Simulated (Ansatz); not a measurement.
Mulliken charges of `N[SiH]` from ωB97M-V/def2-TZVPP in Ansatz (PBE0-D4/def2-TZVP geometry).

```
atom   x (Å)   y (Å)   z (Å)  charge (e)
  N1  -0.308  -0.467   0.101      -0.295
 Si2   0.074   1.158   0.455       0.117
  H3   0.135  -1.046  -0.595       0.139
  H4  -1.035  -0.960   0.597       0.129
  H5   1.183   1.242  -0.599      -0.090
```

Task: By hand: the dipole of these point charges (1 e Å = 4.8032 D).

Result: Σ q r = (-0.122, -0.108, 0.072) e Å, of length 0.178 e Å = 0.85 D.

Task: How does the dipole of the full density compare? (Best estimate.)

Result: The calculation gave: (-0.089, -0.386, -0.086) e Å, 1.95 D; the point charges give 0.44 times that, at 50° from its direction.

Point charges leave out the atoms' own dipoles, such as those of lone pairs, and Mulliken's split depends on the basis, so the two needn't agree.
